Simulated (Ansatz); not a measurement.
# PH₄+ (singlet): from Hartree-Fock to the top rungs at scale of all distances = 1.993, 6-31G

Aim: climb from Hartree-Fock through coupled cluster and multireference methods for PH₄+ (singlet) at one geometry and basis, and see what each rung misses.

Computed with Ansatz 0.2.0, Gaussian basis. Level: 6-31G, core rule «outside noble gas», up to 5 orbitals frozen.

The runs, in order: UHF; CCSD(T) on RHF; CCSD(T) on UHF; BCCD(T) on RHF; CISD; CCSDT(Q) on RHF; CCSDT(Q) on UHF; CISDTQ; CCSDTQ on RHF; CCSDTQ on UHF; CASSCF and MRCISD+Q, 2 electrons in 2 orbitals; CASSCF and NEVPT2, 2 electrons in 2 orbitals; CASSCF and MRCISD+Q, 8 electrons in 8 orbitals; CASSCF and NEVPT2, 8 electrons in 8 orbitals; Full CI.

15 further runs of the same task are left out: 4 for a known fault of the program, 8 that didn't finish, 3 set aside as unsound or not needed.

## 1. The geometry

The geometry derives from a PBE0/def2-TZVP stationary point (not a proven minimum). All distances are scaled together.

5 atoms, charge 1, spin multiplicity 1.

Atoms are counted from 1 here; the program's logs count them from 0.

No contacts short enough for the rule that draws bonds.

Coordinates:

```tsv
atom	x (Å)	y (Å)	z (Å)
P1	0.0000	0.0000	0.0000
H2	1.6087	1.6149	1.6113
H3	-1.6163	-1.6067	1.6119
H4	-1.6070	1.6084	-1.6195
H5	1.6146	-1.6166	-1.6038
```

## 2. UHF

Contents of in.yaml:

```yaml
crystal:
  periodic: [false, false, false]
  atoms:
    - {symbol: P, position_ang: [0.000000, 0.000000, 0.000000]}
    - {symbol: H, position_ang: [1.608696, 1.614894, 1.611343]}
    - {symbol: H, position_ang: [-1.616281, -1.606713, 1.611930]}
    - {symbol: H, position_ang: [-1.607002, 1.608387, -1.619520]}
    - {symbol: H, position_ang: [1.614587, -1.616569, -1.603753]}
basis:
  gaussian: {orbitals: 6-31G}
total_charge: 1
magnetization: {spin_polarized: true, initial_magnetization: 0}
hamiltonian: {xc: hf}
output: {orbitals: {seedname: orbitals}}
```

Launch:

```sh
$ ansatz run in.yaml --threads 1 --pin off --events-out ev --progress --plain --max-ram 2393MiB
```

Further steps of the session: CCSD(T) on RHF; CCSD(T) on UHF; BCCD(T) on RHF; CISD; CCSDT(Q) on RHF; CCSDT(Q) on UHF; CISDTQ; CCSDTQ on RHF; CCSDTQ on UHF; CASSCF and MRCISD+Q, 2 electrons in 2 orbitals; CASSCF and NEVPT2, 2 electrons in 2 orbitals; CASSCF and MRCISD+Q, 8 electrons in 8 orbitals; CASSCF and NEVPT2, 8 electrons in 8 orbitals; Full CI.

Q: Predict the results of all the runs planned. Wanted: FCI below the RHF energy; RMP2 from FCI; UMP2 from FCI; RCCSD from FCI; RCCSD(T) from FCI; UCCSD(T) from FCI; RCCSDT(Q) from FCI; UCCSDT(Q) from FCI; NEVPT2 valence from FCI.

**Answer**, as computed:

```
                         quantity                                      value
         FCI below the RHF energy                                 -8.9473 eV
                    RMP2 from FCI                            +85.13 kcal/mol
                    UMP2 from FCI                            +20.26 kcal/mol
                   RCCSD from FCI                            +31.58 kcal/mol
                RCCSD(T) from FCI                            +11.59 kcal/mol
                UCCSD(T) from FCI                             +7.81 kcal/mol
               RCCSDT(Q) from FCI                             +1.05 kcal/mol
               UCCSDT(Q) from FCI                             +4.10 kcal/mol
          NEVPT2 valence from FCI                             +2.23 kcal/mol
        MRCISD+Q valence from FCI                             +0.12 kcal/mol
levels within 1 kcal/mol (43 meV)  RCCSDTQ, MRCISD valence, MRCISD+Q valence
                    T1 diagnostic                                      0.051
   effectively unpaired electrons                                       4.05
```

What this shows: RCCSD(T) misses by +11.59 kcal/mol, 5.6 % of the correlation energy. CCSD(T) misses by +11.59 kcal/mol on the restricted determinant and by +7.81 kcal/mol on the unrestricted one; the two need not hold the same state or core. The occupations show strong static correlation (4.0 unpaired electrons where one determinant has 0). Of the multireference levels listed MRCISD+Q valence comes nearest in total energy (+0.12 kcal/mol), which doesn't show that its space is the better one. These misses are within one basis, not against nature.
